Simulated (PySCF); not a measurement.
CH3O, charge -1, multiplicity 1. Atoms are numbered in the order given.

```xyz
5

C      0.0000     0.0000     0.5430
O      0.0000     0.0000    -0.7943
H      0.8876    -0.5125     1.0321
H      0.0000     1.0249     1.0321
H     -0.8876    -0.5125     1.0321
```
Charge -1, spin multiplicity 1.

Geometry optimised at B3LYP-D3(BJ)/def2-TZVPD. The spin state was assumed, not searched. The isomer is the one that the SMILES or the coordinates give; other isomers of the formula were not compared.

Calculation: B3LYP/pcSseg-2 run with PySCF.

GIAO shieldings, no solvent; atoms alike by connectivity are averaged. δ = σ(ref) − σ: ¹³C against TMS (σ = 181.3 ppm); ¹⁷O against H2O (σ = 325.5 ppm); ¹H against TMS (σ = 31.68 ppm), references at their B3LYP-D3(BJ)/def2-TZVP geometries, non-relativistic.

Computed chemical shifts:
```csv
nucleus,atoms,count,δ (ppm)
¹³C,C1,1,77.5
¹⁷O,O2,1,52.6
¹H,"H3, H4, H5",3,6.66
```
